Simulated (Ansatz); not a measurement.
`FC1=C(F)N1`, charge 0, multiplicity 1.

**Question.** Give a relaxed structure at PBE0-D4/def2-TZVP (the Gaussian-basis code of Ansatz). (Best estimate.)

**Answer.** Computed: 
Cartesian coordinates in Å:
```
F 1.866 -0.289 -0.712
C 0.693 -0.123 -0.198
C -0.250 -0.289 0.624
F -0.856 -0.767 1.659
N -0.664 0.226 -0.717
H -0.789 1.242 -0.656
```
Point group Cs.
